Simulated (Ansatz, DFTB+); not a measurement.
## Strength of the C–C bond: C3H6O3 → C2H5O + CHO2

Species: C3H6O3 (methoxyacetic acid) `COCC(=O)O`, singlet; C2H5O (methoxymethyl) `[CH2]OC`, doublet; CHO2 `O=[C]O`, doublet. 

Shapes, held fixed at every level: PBE0-D4/def2-TZVP. Flexible molecules stand in one conformer, not always the lowest. Programs: Ansatz 0.2.0, DFTB+ 25.1. Electronic energies: no zero-point or thermal term.

```
               level                    kind  ΔE (kJ/mol)  less CCSD(T)/CBS estimate  CPU time (sum over the molecules)
               DFTB1          semi-empirical       +542.5                     +154.2                              0.2 s
r2SCAN-D4/def2-TZVPP                meta-GGA       +357.6                      -30.7                               29 s
 B3LYP-D4/def2-TZVPP           global hybrid       +360.0                      -28.3                               24 s
  wB97M-V/def2-TZVPP  range-separated hybrid       +387.0                       -1.3                               63 s
   B2PLYP/def2-TZVPP           double hybrid       +362.7                      -25.6                               33 s
  CCSD(T)/def2-TZVPP   coupled cluster or CI       +379.9                       -8.4                             18 min
     CCSD/def2-TZVPP   coupled cluster or CI       +374.1                      -14.2                                  –
CCSD(T)/CBS estimate   coupled cluster or CI       +388.3                        0.0                             21 min
```

The highest level, CCSD(T)/CBS estimate, gives ΔE = +388.3 kJ/mol; the levels span +357.6 to +542.5. DFTB1 strays far from the other rows. The column of differences is taken from that level and isn't an error. No measured value is set beside it here. Open shells run unrestricted unless RO is named. The CBS estimate extrapolates MP2 from def2-TZVPP and def2-QZVPP and adds CCSD(T) − MP2 in the triple-zeta set, cores frozen. Times are processor times on shared x86 and Arm servers, and rough.
